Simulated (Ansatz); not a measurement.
**[SiH₃···H···H], doublet: transfer scan**

Starting geometry:

| atom | x (Å) | y (Å) | z (Å) |
| --- | --- | --- | --- |
| Si | -0.0870 | 0.0000 | 0.0000 |
| H | -0.5819 | 1.3997 | 0.0000 |
| H | -0.5819 | -0.6999 | 1.2122 |
| H | -0.5819 | -0.6999 | -1.2122 |
| H | 1.3976 | 0.0000 | 0.0000 |
| H | 2.7730 | 0.0000 | 0.0000 |

From there H5 is moved from one fragment to the other while all else, the fragments' distance too, stays fixed, so the hump isn't the reaction's barrier; atoms are numbered as listed. Energies are in kcal/mol, counted from the starting geometry at the same level. Kohn–Sham curves are unrestricted where that lies lower.

Basis cc-pVTZ; Ansatz 0.2.0. Correlated methods freeze the noble-gas cores. Prefix R: restricted or restricted open-shell reference; prefix U: unrestricted.

Full CI isn't at hand for all of this; UCCSDT(Q) serves as the reference, and is uncertain by about the last step of the cluster series.

| distance Si1-H5 (Å) | UCCSDT(Q) | PBE | r2SCAN | PBE0 | B3LYP | wB97X-V | wB97M-V | B2PLYP | RPA-PBE |
| --- | --- | --- | --- | --- | --- | --- | --- | --- | --- |
| 1.485 | 0.0 | 0.0 | 0.0 | 0.0 | 0.0 | 0.0 | 0.0 | 0.0 | 0.0 |
| 1.575 | 0.4 | -1.2 | -0.7 | -0.5 | -0.5 | 0.0 | 0.1 | 0.1 | 0.3 |
| 1.755 | 1.4 | -2.8 | -1.1 | -0.8 | -1.0 | 0.6 | 0.7 | 0.9 | 0.7 |
| 1.935 | -4.2 | -7.9 | -6.1 | -6.0 | -6.3 | -4.8 | -5.0 | -4.5 | -5.3 |
| 2.115 | -10.3 | -11.2 | -10.5 | -10.5 | -11.0 | -10.0 | -10.6 | -10.1 | -11.4 |
